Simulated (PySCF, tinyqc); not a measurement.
Starting guesses with DIIS over 6 matrices: SCF starting guesses in the sto-3g basis, for CO, spin multiplicity 1. Computed by the program tinyqc with PySCF. RHF with one setting changed at a time; a run stops when the energy changes by less than 1e-09 hartree and the error matrix is below 1e-5. Starts: the lowest orbitals of the core Hamiltonian, of the Wolfsberg-Helmholz matrix (K = 1.75), projected atomic densities, random orbitals, and the highest orbitals of the core Hamiltonian (a deliberately bad start).

Geometry (angstrom):
```
atom       x       y       z
C     0.0000  0.0000  0.0000
O     0.0000  0.0000  2.1660
```

lowest restricted solution found by these runs and by PySCF = -110.789306 hartree

Largest element of the error matrix X^T (FDS - SDF) X:
```
iteration     core  Wolfsberg-Helmholz  atomic densities   random  highest core orbitals
1          5.0e-01             8.0e-01           2.0e-01  1.4e+01                4.8e-01
2          5.4e-01             1.2e+00           8.1e-01  4.0e-01                4.7e-01
3          4.5e-01             6.0e-01           8.5e-01  7.5e-01                6.2e-01
4          5.2e-01             8.8e-01           2.2e+00  6.2e-01                6.3e-01
5          5.1e-01             7.9e-01           8.4e-01  6.1e-01                6.3e-01
6          5.6e-01             7.6e-01           8.5e-01  6.3e-01                6.8e-01
8          1.8e+00             6.6e-01           6.8e-01  6.5e-01                8.9e-01
10         8.3e-01             7.9e-02           4.8e-01  6.3e-01                8.7e-01
14         4.2e-01             1.6e-03           3.2e-01  8.6e-01                5.4e-01
20         1.0e-01                   -           2.4e-01  5.6e-01                6.8e-01
30         6.6e-02                   -           1.7e-01  8.5e-01                      -
45         5.7e-02                   -           4.5e-02  7.6e-03                      -
60         4.9e-02                   -           4.7e-02  6.3e-04                      -
```

How each run ends:
```
run                    iterations  E (hartree)                                                           state
core                          >60  -110.553920                                         wanders without falling
Wolfsberg-Helmholz             18  -110.789306                                                    lowest found
atomic densities              >60  -110.558705                                         wanders without falling
random                        >60  -110.789304  falls in a zigzag, on average by a factor of about 0.80 a step
highest core orbitals          28  -110.789306                                                    lowest found
```

What does the comparison show, and why?

2 of 5 runs reach the lowest restricted solution found, in 18 to 28 iterations (fastest: Wolfsberg-Helmholz). Not converged: core, atomic densities, random. The first errors are 5e-01, 8e-01, 2e-01, 1e+01, 5e-01. The restricted reference is unstable here: a spin-polarised solution lies 0.1294 hartree lower (PySCF), so results built on it describe a poor reference.
